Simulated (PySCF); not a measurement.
Other spins and charges of BH₃⁺, doublet at one geometry

Geometry (PBE0/def2-TZVP stationary point for this spin, not checked as a minimum):

```csv
atom,x (Å),y (Å),z (Å)
B,0.0000,0.0000,0.0681
H,0.0000,0.7178,-0.9866
H,0.0000,0.0000,1.2424
H,0.0000,-0.7178,-0.9866
```

Basis aug-cc-pVDZ; PySCF 2.14.0. Correlated methods freeze the noble-gas cores. Prefix R: restricted or restricted open-shell reference; prefix U: unrestricted.

Gaps are energies of the second state less the first, at fixed atoms, for a selection of the levels run; mean-field and cluster levels share one orbital occupation for each state, and full CI takes the lowest of the symmetries tried.

Q: PBE gives -8.014 eV for adding an electron, to the triplet. Estimate what RCCSDT gives in aug-cc-pVDZ.

A: RCCSDT in aug-cc-pVDZ gives -7.709 eV, so against it PBE is off by -0.305 eV, of which a good part can be the reference's own basis and frozen-core error.

```
   level  gap (eV)  error (meV)
     RHF    -7.044          665
     UHF    -7.088          621
    RMP2    -7.614           95
    UMP2    -7.611           98
   RCCSD    -7.669           40
   UCCSD    -7.671           38
RCCSD(T)    -7.703            6
UCCSD(T)    -7.704            5
  UCCSDT    -7.710           -1
  r2SCAN    -8.027         -318
    PBE0    -7.947         -238
   B3LYP    -7.876         -167
 wB97M-V    -7.778          -69
  B2PLYP    -7.696           13
```

Q: PBE gives 6.089 eV for quartet less doublet. Estimate what RCCSDT gives in aug-cc-pVDZ.

A: RCCSDT in aug-cc-pVDZ gives 6.357 eV, so against it PBE is off by -0.268 eV, of which a good part can be the reference's own basis and frozen-core error.

| level | gap (eV) | error (meV) |
| --- | --- | --- |
| RHF | 6.004 | -353 |
| UHF | 6.056 | -301 |
| RMP2 | 6.353 | -4 |
| UMP2 | 6.365 | 8 |
| UCCSD | 6.390 | 33 |
| UCCSDT | 6.356 | -1 |
| r2SCAN | 6.064 | -293 |
| PBE0 | 6.220 | -137 |
| B3LYP | 6.445 | 88 |
| wB97M-V | 6.495 | 138 |

Adding an electron, to the singlet: -10.294 eV at RCCSDT.

```json
{"level": "RHF", "gap (eV)": "-9.437", "error (meV)": "857"}
{"level": "UHF", "gap (eV)": "-9.319", "error (meV)": "975"}
{"level": "RMP2", "gap (eV)": "-10.149", "error (meV)": "145"}
{"level": "UMP2", "gap (eV)": "-10.156", "error (meV)": "138"}
{"level": "RCCSD", "gap (eV)": "-10.268", "error (meV)": "26"}
{"level": "UCCSD", "gap (eV)": "-10.265", "error (meV)": "29"}
{"level": "RCCSD(T)", "gap (eV)": "-10.292", "error (meV)": "2"}
{"level": "UCCSD(T)", "gap (eV)": "-10.292", "error (meV)": "2"}
{"level": "UCCSDT", "gap (eV)": "-10.294", "error (meV)": "0"}
{"level": "PBE", "gap (eV)": "-10.257", "error (meV)": "37"}
{"level": "r2SCAN", "gap (eV)": "-10.196", "error (meV)": "98"}
{"level": "PBE0", "gap (eV)": "-10.247", "error (meV)": "47"}
{"level": "B3LYP", "gap (eV)": "-10.376", "error (meV)": "-82"}
{"level": "wB97M-V", "gap (eV)": "-10.324", "error (meV)": "-30"}
{"level": "B2PLYP", "gap (eV)": "-10.245", "error (meV)": "49"}
```

In so small a basis the reference is far from its limit while semilocal and hybrid functionals are nearer theirs (RPA and double hybrids share part of the reference's basis error), so the functionals' errors here hold much of the reference's basis and frozen-core error, which can add to them or hide them.

Full CI isn't at hand for all of this; RCCSDT serves as the reference. It lacks quadruple excitations. The frozen core follows each run's orbitals, which can shift R against U totals by a few meV.
